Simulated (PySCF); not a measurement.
# C6H6 (fulvene) at 6 levels

We compute a comparison of 6 runs (B3LYP/def2-SVP, BHLYP/def2-SVP, CAM-B3LYP/def2-SVP, wB97M-V/def2-SVP, wB97X/def2-SVP, SCS-MP2/def2-SVP) of C6H6 (fulvene). Input form: a Python script.

The calculation is run with PySCF 2.14.0.

2 further runs of the same task are left out: 2 set aside as unsound or not needed.

### Step 1. The molecule

C6H6: 12 atoms, total charge 0, spin state singlet. As SMILES, `C=C1C=CC=C1`. The coordinates come from a PBE0-D4/def2-TZVP relaxation.

Bond lengths: C1–C2 1.336 Å, C2–C3 1.465 Å, C3–C4 1.346 Å, C4–C5 1.466 Å, C2–C6 1.465 Å, C5–C6 1.346 Å, C1–H7 1.084 Å, C1–H8 1.084 Å, C3–H9 1.081 Å, C4–H10 1.082 Å, C5–H11 1.082 Å, C6–H12 1.081 Å. Some angles: C1–C2–C3 126.8°, C1–C2–C6 126.8°, C3–C2–C6 106.3°, C2–C3–C4 107.8°, C3–C4–C5 109.0°, C4–C5–C6 109.0°, C2–C6–C5 107.8°, C2–C1–H7 121.3°, C2–C1–H8 121.3°, C2–C3–H9 124.6°.

### Step 2. The energy at B3LYP/def2-SVP (run 1)

File start.xyz:

```xyz
12
C6H6
C     -0.818100    -1.597600     0.906600
C     -0.269900    -0.537800     0.305500
C      0.652900     0.430400     0.902600
C      0.964800     1.337500    -0.041700
C      0.261500     0.997400    -1.282700
C     -0.471600    -0.113400    -1.081700
H     -1.493400    -2.259800     0.376500
H     -0.605400    -1.830200     1.944100
H      1.002400     0.394600     1.924400
H      1.624900     2.186300     0.076600
H      0.333200     1.561600    -2.202900
H     -1.104400    -0.624200    -1.793300
```

File job.py:

```python
# C=C1C=CC=C1
from pyscf import gto, dft

mol = gto.M(
    atom='start.xyz',
    verbose=3,
    spin=0,
    basis='def2-svp',
    max_memory=1860,
)

mf = dft.RKS(mol)
mf.xc = 'b3lyp'
mf.grids.level = 5
mf.conv_tol = 1e-10
mf.kernel()
if not mf.converged:
    mf = mf.newton().run(mf.mo_coeff, mf.mo_occ)

e_tot = mf.e_tot
print(f'total energy: {e_tot:.8f} hartree')
```

On the command line:

```
OMP_NUM_THREADS=1 python job.py
```

Log:

```text
converged SCF energy = -232.025353844555
total energy: -232.02535384 hartree
```

It took 36 s on 1 thread of Intel Xeon at 2.70GHz, shared host; peak memory 0.62 GiB.

### Step 3. A single-point energy at BHLYP/def2-SVP (run 2)

File run.py:

```python
from pyscf import gto, dft

molecule = gto.M(
    atom='''
C   -0.818100  -1.597600   0.906600
C   -0.269900  -0.537800   0.305500
C    0.652900   0.430400   0.902600
C    0.964800   1.337500  -0.041700
C    0.261500   0.997400  -1.282700
C   -0.471600  -0.113400  -1.081700
H   -1.493400  -2.259800   0.376500
H   -0.605400  -1.830200   1.944100
H    1.002400   0.394600   1.924400
H    1.624900   2.186300   0.076600
H    0.333200   1.561600  -2.202900
H   -1.104400  -0.624200  -1.793300
''',
    max_memory=1860,
    verbose=4,
    basis='def2-svp',
    charge=0,
)

myscf = dft.RKS(molecule)
myscf.xc = 'bhandhlyp'
myscf.grids.level = 5
myscf.conv_tol = 1e-10
myscf.kernel()
if not myscf.converged:
    myscf = myscf.newton().run(myscf.mo_coeff, myscf.mo_occ)

energy = myscf.e_tot
print('Final energy', energy)
```

On the command line:

```
OMP_NUM_THREADS=1 python run.py
```

Log:

```text
PySCF version 2.14.0

[... 82 lines left out ...]
converged SCF energy = -231.874516102648
Final energy -231.87451610264839
```

It took 42 s on 1 thread of Intel Xeon at 2.70GHz, shared host; peak memory 0.62 GiB.

### Step 4. The energy at CAM-B3LYP/def2-SVP (run 3)

File calc.py:

```python
from pyscf import gto, dft

molecule = gto.M(
    atom='''
C   -0.818100  -1.597600   0.906600
C   -0.269900  -0.537800   0.305500
C    0.652900   0.430400   0.902600
C    0.964800   1.337500  -0.041700
C    0.261500   0.997400  -1.282700
C   -0.471600  -0.113400  -1.081700
H   -1.493400  -2.259800   0.376500
H   -0.605400  -1.830200   1.944100
H    1.002400   0.394600   1.924400
H    1.624900   2.186300   0.076600
H    0.333200   1.561600  -2.202900
H   -1.104400  -0.624200  -1.793300
''',
    basis='def2-svp',
    max_memory=1860,
    charge=0,
    spin=0,
    verbose=3,
)

mf = dft.RKS(molecule, xc='cam-b3lyp')
mf.conv_tol = 1e-10
mf.grids.level = 5
mf.kernel()
if not mf.converged:
    mf = mf.newton().run(mf.mo_coeff, mf.mo_occ)

e_final = mf.e_tot
print('E(%s) = %.9f' % ('CAM-B3LYP', e_final))
```

On the command line:

```
OMP_NUM_THREADS=1 python calc.py
```

Log:

```text
converged SCF energy = -231.880928593267
E(CAM-B3LYP) = -231.880928593
```

Run time: 62 s. Hardware: 1 thread of Intel Xeon at 2.70GHz, shared host; peak memory 0.62 GiB.

Runs 4 to 5 aren't shown in full; the table further down has their settings and results.

### Step 5. A single-point energy at SCS-MP2/def2-SVP (run 6)

File run.py:

```python
# C=C1C=CC=C1
from pyscf import gto, mp

mol = gto.M(
    atom='''
C   -0.818100  -1.597600   0.906600
C   -0.269900  -0.537800   0.305500
C    0.652900   0.430400   0.902600
C    0.964800   1.337500  -0.041700
C    0.261500   0.997400  -1.282700
C   -0.471600  -0.113400  -1.081700
H   -1.493400  -2.259800   0.376500
H   -0.605400  -1.830200   1.944100
H    1.002400   0.394600   1.924400
H    1.624900   2.186300   0.076600
H    0.333200   1.561600  -2.202900
H   -1.104400  -0.624200  -1.793300
''',
    charge=0,
    max_memory=1860,
    spin=0,
    verbose=3,
    basis='def2-svp',
)

mf = mol.RHF()
mf.conv_tol = 1e-10
mf.kernel()
if not mf.converged:
    mf = mf.newton().run(mf.mo_coeff, mf.mo_occ)

pt = mp.MP2(mf, frozen=6).run()
e_final = mf.e_tot + 1.2 * pt.e_corr_os + pt.e_corr_ss / 3
print(f'total energy: {e_final:.8f} hartree')
```

On the command line:

```
OMP_NUM_THREADS=1 python run.py
```

Log:

```text
converged SCF energy = -230.476566244178
E(RMP2) = -231.255675602448  E_corr = -0.779109358270857
E(SCS-RMP2) = -231.242122728409  E_corr = -0.765556484231238
total energy: -231.24212273 hartree
```

It took 5.4 s on 1 thread of Intel Xeon at 2.70GHz, shared host; peak memory 0.36 GiB.

### Step 6. The series

```
run               level  nlc grid  integration grid  energy (Eh)  dipole moment (D) of the reference  HOMO energy (eV)  LUMO energy (eV)  wall time
  1      B3LYP/def2-SVP         –                 5  -232.025354                                0.62             -6.06             -1.94       36 s
  2      BHLYP/def2-SVP         –                 5  -231.874516                                0.63             -7.17             -0.73       42 s
  3  CAM-B3LYP/def2-SVP         –                 5  -231.880929                                0.62             -7.58             -0.65       62 s
  4    wB97M-V/def2-SVP         1                 5  -231.913229                                0.64             -8.54              0.27    4.1 min
  5      wB97X/def2-SVP         –                 5  -231.955422                                0.64             -8.65              0.28       65 s
  6    SCS-MP2/def2-SVP         –                 –  -231.242123                                0.62             -8.45              1.87      5.4 s
```

### Step 7. Outcome

| quantity | value |
| --- | --- |
| run 6: total energy | -231.24212 Eh |
| run 6: dipole moment (Hartree–Fock density) | 0.62 D |
| run 6: HOMO energy (Hartree–Fock orbitals) | -8.45 eV |
| run 6: LUMO energy (Hartree–Fock orbitals) | 1.87 eV |
| run 6: HOMO–LUMO gap (Hartree–Fock orbitals) | 10.32 eV |
| run 6: correlation energy (6 core orbitals frozen) | -765.6 mEh |

Over runs 1, 2, 3, 4, 5 the dipole moment (its size) runs from 0.62 D (CAM-B3LYP/def2-SVP) to 0.64 D (wB97X/def2-SVP). Over runs 1, 2, 3, 4, 5 the HOMO–LUMO gap runs from 4.12 eV (B3LYP/def2-SVP) to 8.93 eV (wB97X/def2-SVP). Totals of different functionals can't be ranked against each other. All runs together took 7.7 min, the longest 4.1 min.
